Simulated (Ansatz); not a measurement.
How methods differ on Si2H5 (SMILES [SiH2][SiH3])

Si2H5: 7 atoms, total charge 0, spin state doublet. As SMILES, `[SiH2][SiH3]`. The shape is that of a PBE0-D4/def2-TZVP optimisation.

```xyz
7

Si   -0.2096   -1.3612   -0.1911
Si    0.3579    0.8892   -0.0620
H    -0.0026   -2.1239    1.0703
H    -1.5736   -1.6246   -0.7256
H     0.2100    1.5028   -1.4080
H    -0.4958    1.6431    0.8986
H     1.7749    1.0068    0.3722
```

Quantity: the energy change with the Si1–H4 bond stretched from 1.488 to 2.977 Å, in eV. The values are calculated.

```json
{"level": "UHF/STO-3G", "kind": "Hartree–Fock", "program": "Ansatz", "value (eV)": "4.09", "less FCI/STO-3G": "-0.25"}
{"level": "USVWN5/STO-3G", "kind": "LDA", "program": "Ansatz", "value (eV)": "4.95", "less FCI/STO-3G": "+0.61"}
{"level": "U-r2SCAN/STO-3G", "kind": "meta-GGA", "program": "Ansatz", "value (eV)": "4.66", "less FCI/STO-3G": "+0.32"}
{"level": "UB3LYP/STO-3G", "kind": "global hybrid", "program": "Ansatz", "value (eV)": "4.58", "less FCI/STO-3G": "+0.24"}
{"level": "U-wB97M-V/STO-3G", "kind": "range-separated hybrid", "program": "Ansatz", "value (eV)": "4.69", "less FCI/STO-3G": "+0.35"}
{"level": "UCAM-B3LYP/STO-3G", "kind": "range-separated hybrid", "program": "Ansatz", "value (eV)": "4.68", "less FCI/STO-3G": "+0.34"}
{"level": "UMP2/STO-3G", "kind": "perturbation theory", "program": "Ansatz", "value (eV)": "4.33", "less FCI/STO-3G": "-0.01"}
{"level": "UCCSD/STO-3G", "kind": "coupled cluster or CI", "program": "Ansatz", "value (eV)": "4.36", "less FCI/STO-3G": "+0.02"}
{"level": "UCCSDT(Q)/STO-3G", "kind": "coupled cluster or CI", "program": "Ansatz", "value (eV)": "4.34", "less FCI/STO-3G": "0.00"}
{"level": "FCI/STO-3G", "kind": "exact in the basis", "program": "Ansatz", "value (eV)": "4.34", "less FCI/STO-3G": "0.00"}
```

FCI/STO-3G is exact within its basis and frozen core, so for wave-function methods in that basis the difference is their error; functionals converge differently with the basis, so for them it is only a difference. The first shape isn't each level's own minimum. The values span 4.09 to 4.95 eV. Spin contamination of the reference (⟨S²⟩ at least 0.1 too high) touches UHF/STO-3G, USVWN5/STO-3G, U-r2SCAN/STO-3G, UB3LYP/STO-3G, U-wB97M-V/STO-3G, UCAM-B3LYP/STO-3G, UMP2/STO-3G, UCCSD/STO-3G, UCCSDT(Q)/STO-3G. All rows use very small basis sets, so none should be taken for the real molecule's value.
